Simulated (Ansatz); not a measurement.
# Which is lower?

Two relaxed structures of C$_{2}$H$_{4}$B (charge +1), closed shell (PBE0-D4/def2-TZVP; forces vanish, vibrations not checked).

A:

```xyz
7
angstrom
B -1.1178 0.3868 -0.7222
C 0.0663 -0.0232 0.0429
C 1.0968 -0.3798 0.7086
H -1.8921 -0.4581 -1.0623
H -1.2553 1.5480 -0.9712
H 1.2672 -1.4327 0.9617
H 1.8348 0.3589 1.0424
```

B:

B1  (0.015, -0.005, 0.010)
C2  (-1.133, 0.392, -0.732)
C3  (1.162, -0.402, 0.751)
H4  (-1.881, -0.323, -1.076)
H5  (-1.325, 1.433, -0.996)
H6  (1.354, -1.443, 1.015)
H7  (1.911, 0.313, 1.095)
(Å)

Ansatz 0.2.0; basis: def2-TZVPP; cores frozen in the correlated methods. B3LYP uses VWN-RPA correlation.

Task: Which structure is lower at CCSD(T), and by how much? (To be estimated.)

Result: By the calculation: B, by 0.367 eV (electronic energy, against the other). By their contacts, A is C₂H₄B ([BH2][C][CH2]), total charge +1 and B is C₂H₄B ([CH2][B][CH2]), total charge +1.

Task: Do the other methods give the same order? (A judgement: the text doesn't fix the answer.)

Result: The calculation gives: Not all: HF gives the other order.

```json
{"method": "PBE-D4", "E(B) − E(A) (eV)": "-0.293"}
{"method": "r2SCAN-D4", "E(B) − E(A) (eV)": "-0.239"}
{"method": "PBE0-D4", "E(B) − E(A) (eV)": "-0.200"}
{"method": "B3LYP-D4", "E(B) − E(A) (eV)": "-0.218"}
{"method": "wB97M-V", "E(B) − E(A) (eV)": "-0.041"}
{"method": "HF", "E(B) − E(A) (eV)": "0.223"}
{"method": "MP2", "E(B) − E(A) (eV)": "-0.299"}
{"method": "CCSD", "E(B) − E(A) (eV)": "-0.193"}
{"method": "CCSD(T)", "E(B) − E(A) (eV)": "-0.367"}
```

The T1 diagnostic stays at or below 0.027. The T1 diagnostic is large here, which may signal multireference character or strong orbital relaxation, so CCSD(T) is less sure. The restricted Hartree–Fock reference is unstable towards an unrestricted one at one or more of these structures. A large double-excitation amplitude points to some diradical character; no triplet was computed.

Labels in which every atom is bracketed show which atoms are joined, not bond orders.

For scale, one of the runs: CCSD(T)/def2-TZVPP, 149 basis functions, launched by `ansatz run in.yaml --threads 2 --pin off --events-out ev --progress --plain --max-ram 4352MiB`. The run took 11 s on 2 CPU threads of an Arm Neoverse V2 (shared host), with 0.94 GiB of host memory at its peak.
